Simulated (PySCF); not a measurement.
Gas-phase reaction: B2H6 + 2 Cl2 ⇌ 2 BHCl2 + 2 H2

Energies from PySCF, thermal terms from the rigid-rotor harmonic-oscillator model, ideal gas at 1 bar. † marks an energy on the PBE0/def2-TZVP geometry and frequencies; other levels use their own. CCSD(T) freezes the core. All species are closed-shell singlets. CCSD(T) isn't extrapolated to the basis-set limit.

```json
[
 {"level": "CCSD(T)/def2-SVP†", "ΔH°(298 K), kJ": "?"},
 {"level": "CCSD(T)/def2-TZVPP†", "ΔH°(298 K), kJ": "?"},
 {"level": "HF/def2-TZVP†", "ΔH°(298 K), kJ": "-594"},
 {"level": "M06-2X/def2-TZVP†", "ΔH°(298 K), kJ": "-541"},
 {"level": "PBE/def2-SVP", "ΔH°(298 K), kJ": "?"},
 {"level": "PBE/def2-TZVP†", "ΔH°(298 K), kJ": "-506"},
 {"level": "PBE0/def2-SVP†", "ΔH°(298 K), kJ": "-580"}
]
```

Problem. Complete the blanks.

Solution. 
- CCSD(T)/def2-SVP†, ΔH°(298 K), kJ: -620
- CCSD(T)/def2-TZVPP†, ΔH°(298 K), kJ: -553
- PBE/def2-SVP, ΔH°(298 K), kJ: -560
